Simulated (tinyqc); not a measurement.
RKS/BLYP in the sto-6g basis, for H2F+, spin multiplicity 1, step by step. One step of it, computed by the program tinyqc.

Problem. Iteration 1: diagonalisation and new density. Diagonalise F' = X^T F X, C = X C', fill 5 alpha and 5 beta electrons from the bottom; D = 2 C_occ C_occ^T; the new density keeps 0.3 of the old one (damping). Each column has its largest component positive (the first on a tie).

Kohn-Sham matrix F (hartree):
```
             1F 1s      1F 2s     1F 2px     1F 2py     1F 2pz      2H 1s      3H 1s
1F 1s   -32.826042  -7.334373   0.000000   0.000000  -0.051428  -1.581306  -1.581306
1F 2s    -7.334373  -4.879637   0.000000   0.000000  -0.175590  -1.613448  -1.613448
1F 2px    0.000000   0.000000  -2.690447   0.000000   0.000000   0.000000   0.000000
1F 2py    0.000000   0.000000   0.000000  -2.726940   0.000000  -0.616643   0.616643
1F 2pz   -0.051428  -0.175590   0.000000   0.000000  -2.712863  -0.489252  -0.489252
2H 1s    -1.581306  -1.613448   0.000000  -0.616643  -0.489252  -1.083454  -0.573627
3H 1s    -1.581306  -1.613448   0.000000   0.616643  -0.489252  -0.573627  -1.083454
```

X:
```
                1          2          3         4          5          6         7
1F 1s   -0.325503   0.000000   0.743865  0.000000  -0.617418   0.000000  0.158531
1F 2s    1.131594   0.000000  -0.249451  0.000000  -0.277454   0.000000  0.432284
1F 2px   0.000000   0.000000   0.000000  1.000000   0.000000   0.000000  0.000000
1F 2py   0.000000   0.873940   0.000000  0.000000   0.000000   0.711089  0.000000
1F 2pz   0.451820   0.000000   0.663913  0.000000   0.654936   0.000000  0.175242
2H 1s   -0.677229  -0.846678  -0.165704  0.000000   0.135050   0.366993  0.381514
3H 1s   -0.677229   0.846678  -0.165704  0.000000   0.135050  -0.366993  0.381514
```

D at the start:
```
            1F 1s      1F 2s    1F 2px     1F 2py     1F 2pz      2H 1s      3H 1s
1F 1s    0.014634  -0.094545  0.000000   0.000000   0.121073   0.064882   0.064882
1F 2s   -0.094545   0.785125  0.000000   0.000000  -0.386430  -0.827486  -0.827486
1F 2px   0.000000   0.000000  2.000000   0.000000   0.000000   0.000000   0.000000
1F 2py   0.000000   0.000000  0.000000   2.538838   0.000000  -0.957963   0.957963
1F 2pz   0.121073  -0.386430  0.000000   0.000000   1.900344  -0.390300  -0.390300
2H 1s    0.064882  -0.827486  0.000000  -0.957963  -0.390300   2.947203  -0.458987
3H 1s    0.064882  -0.827486  0.000000   0.957963  -0.390300  -0.458987   2.947203
```

overlap S:
```
           1F 1s     1F 2s    1F 2px     1F 2py    1F 2pz     2H 1s      3H 1s
1F 1s   1.000000  0.232479  0.000000   0.000000  0.000000  0.049733   0.049733
1F 2s   0.232479  1.000000  0.000000   0.000000  0.000000  0.446455   0.446455
1F 2px  0.000000  0.000000  1.000000   0.000000  0.000000  0.000000   0.000000
1F 2py  0.000000  0.000000  0.000000   1.000000  0.000000  0.281242  -0.281242
1F 2pz  0.000000  0.000000  0.000000   0.000000  1.000000  0.200567   0.200567
2H 1s   0.049733  0.446455  0.000000   0.281242  0.200567  1.000000   0.254640
3H 1s   0.049733  0.446455  0.000000  -0.281242  0.200567  0.254640   1.000000
```

Give: F' = X^T F X; orbital energies; coefficients C; D after iteration 1.

Solution.

F' = X^T F X (hartree):
```
         1        2         3        4         5        6        7
1  -2.4112   0.0000    3.2481   0.0000   -3.0942   0.0000  -0.1738
2   0.0000  -0.9886    0.0000   0.0000    0.0000  -1.0309   0.0000
3   3.2481   0.0000  -16.2968   0.0000   13.4117   0.0000  -6.0698
4   0.0000   0.0000    0.0000  -2.6904    0.0000   0.0000   0.0000
5  -3.0942   0.0000   13.4117   0.0000  -15.9245   0.0000   6.1181
6   0.0000  -1.0309    0.0000   0.0000    0.0000  -2.1599   0.0000
7  -0.1738   0.0000   -6.0698   0.0000    6.1181   0.0000  -4.9150
```

orbital energies (hartree): MO1 -32.8298, MO2 -3.5392, MO3 -2.7598, MO4 -2.6904, MO5 -2.6802, MO6 -0.4983, MO7 -0.3886

coefficients C:
```
            MO1      MO2      MO3     MO4      MO5      MO6      MO7
1F 1s    1.0028  -0.2335   0.0000  0.0000   0.0507   0.0545   0.0000
1F 2s   -0.0136   1.1028   0.0000  0.0000  -0.2186  -0.5852   0.0000
1F 2px   0.0000   0.0000   0.0000  1.0000   0.0000   0.0000   0.0000
1F 2py   0.0000   0.0000   1.0542  0.0000   0.0000   0.0000  -0.3977
1F 2pz   0.0004   0.2879   0.0000  0.0000   0.9832  -0.2344   0.0000
2H 1s    0.0031  -0.1275  -0.1087  0.0000  -0.0383   0.7951   0.9164
3H 1s    0.0031  -0.1275   0.1087  0.0000  -0.0383   0.7951  -0.9164
```

D after iteration 1:
```
          1F 1s    1F 2s  1F 2px   1F 2py   1F 2pz    2H 1s    3H 1s
1F 1s    1.4921  -0.4234  0.0000   0.0000   0.0125   0.0628   0.0628
1F 2s   -0.4234   2.0053  0.0000   0.0000   0.0276  -0.4334  -0.4334
1F 2px   0.0000   0.0000  2.0000   0.0000   0.0000   0.0000   0.0000
1F 2py   0.0000   0.0000  0.0000   2.3175   0.0000  -0.4478   0.4478
1F 2pz   0.0125   0.0276  0.0000   0.0000   2.0396  -0.2211  -0.2211
2H 1s    0.0628  -0.4334  0.0000  -0.4478  -0.2211   0.9255  -0.1294
3H 1s    0.0628  -0.4334  0.0000   0.4478  -0.2211  -0.1294   0.9255
```
